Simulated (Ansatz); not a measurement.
**Question.** Predict a relaxed structure of Si(OH)2H2 (SiO₂H₄), charge 0, singlet, at PBE-D4/def2-TZVP (Ansatz).

**Answer.** 
Cartesian coordinates in Å:
```
Si -0.291 0.237 -0.214
O 0.500 0.856 1.108
H 0.385 0.383 1.944
O 0.653 -0.722 -1.182
H 0.878 -1.604 -0.849
H -0.648 1.390 -1.079
H -1.478 -0.539 0.272
```
 This is one stationary point.
